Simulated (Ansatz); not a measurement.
# Cd3Pt (I4/mmm)

Level of theory: DFT r2SCAN, scalar-relativistic, plane waves, PAW in Ansatz.

Settings: cutoff 500 eV, Γ-centred mesh 14×14×14 on the computed 4-atom cell, Gaussian smearing of 0.10 eV; no spin polarisation.

The structure is relaxed at this level of theory with its symmetry kept. Whether it is the stable form of this composition wasn't checked.

```yaml
crystal:
  lattice:
    - [-2.06856, 2.06856, 4.31438]
    - [2.06856, -2.06856, 4.31438]
    - [2.06856, 2.06856, -4.31438]
  atoms:
    - { symbol: Cd, position: [0.75000, 0.25000, 0.50000] }
    - { symbol: Cd, position: [0.25000, 0.75000, 0.50000] }
    - { symbol: Cd, position: [0.50000, 0.50000, 0.00000] }
    - { symbol: Pt, position: [0.00000, 0.00000, 0.00000] }
```

(1) Formation energy from the elements' standard states (uncorrected)?

(2) Density of states at the Fermi level?

(3) Bulk modulus?

(4) Its pressure derivative?

(5) Bader charges (e)?

Spin-orbit coupling is left out, which matters for the bands of heavy elements.

Answers

(1) -0.250 eV/atom.

(2) 1.08 states/eV per cell.

(3) 110 GPa.

(4) 5.5.

(5) Cd (2 in the cell) 0.29, Cd (1 in the cell) 0.37, Pt (1 in the cell) -0.96.

Cost: 6 runs of about 16 core-minutes in all, on Intel Xeon Platinum 8488C (Sapphire Rapids) (shared hosts).